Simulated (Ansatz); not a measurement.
in.yaml

```yaml
crystal:
  periodic: [false, false, false]
  atoms:
    - {symbol: H, position_ang: [-2.723731, 0.054876, 0.000000]}
    - {symbol: H, position_ang: [-1.793731, 0.054876, 0.000000]}
    - {symbol: Si, position_ang: [0.110269, 0.054876, 0.000000]}
    - {symbol: H, position_ang: [0.722449, -0.819409, 1.090012]}
    - {symbol: H, position_ang: [0.722449, -0.819409, -1.090012]}
basis:
  gaussian: {orbitals: cc-pVTZ}
correlation: {method: sc_nevpt2, electrons: outside_noble_gas, active_space: {window: {electrons: 8, orbitals: 8}, shells: [{species: H, l: s, shell: 1}, {species: Si, l: s, shell: 3}, {species: Si, l: p, shell: 3}]}}
```

```sh
$ ansatz run in.yaml --threads 1 --pin off --events-out ev --progress --plain --max-ram 2393MiB
```

Output:

```
1087 factors; integrals over basis functions are off by at most 2.6e-7 eV
mean field evaluation 1: about -7921.3338 eV, gradient 9.2e0 eV
mean field evaluation 2: about -7921.3344 eV, gradient 9.2e0 eV
mean field evaluation 4: about -7921.8805 eV, gradient 5.9e-1 eV
mean field evaluation 8: about -7921.8830 eV, gradient 9.0e-4 eV
mean field -7921.88303577 eV, -291.1238319193 hartree, gradient 2.8e-6 eV, S^2 0.000000; 0 other end points of the search recorded, 0 dependent functions left out; unrestricted orbitals would lower it
reference -7921.88303577 eV, -291.1238319193 hartree; 9, 9 occupied and 81, 81 virtual orbitals, 1087 factors
state -7923.94959071 eV, -291.1997764128 hartree
state -7923.94959071 eV, -291.1997764128 hartree; corrected -7926.17991978 eV, -291.2817394942 hartree
Total energy: -7926.17991978 eV, -291.2817394942 hartree
Checks for a lower state left out: starts, orbital_swaps
```

Natural occupations: 1.9833 1.9739 1.9659 1.8852 0.1162 0.0287 0.0253 0.0215.

Ran on 1 thread of Arm Neoverse V2, shared host: 4.3 s wall, 0.16 GiB peak host memory.
